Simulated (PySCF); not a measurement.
Zinc-blende GaSb: correlation energy from several methods in one and the same small orbital space (PySCF; 2 atoms at the zone centre, 8 electrons in 20 orbitals, empty ones MP2 natural orbitals of a TZ basis, lattice constant set to 5.91302 Å). Its volume lies 9 % below that of the crystal's usual cell. It tests the methods against each other and lies far from the crystal's limit.

Full CI gives -1.9657 eV per atom.

**Question.** What share of it do MP2, CCSD, CCSD(T), CCSDT, CCSDT(Q) recover?

**Answer.** MP2 66.6 %; CCSD 97.6 %; CCSD(T) 99.0 %; CCSDT 99.7 %; CCSDT(Q) 99.9 %.

```tsv
method	E_corr (eV per atom)	share of full CI (%)	error (meV)
MP2	-1.3089	66.6	657
CCSD	-1.9177	97.6	48
CCSD(T)	-1.9469	99.0	19
CCSDT	-1.9593	99.7	6
CCSDT(Q)	-1.9631	99.9	3
full CI	-1.9657	100.0	0
```

The Hartree–Fock determinant has a weight of 0.87 in the full CI state.

MP2, (T) and (Q) use filled levels shifted down by the Madelung term, which in so small a cell is a large part of the gap, so these rows hang on it.
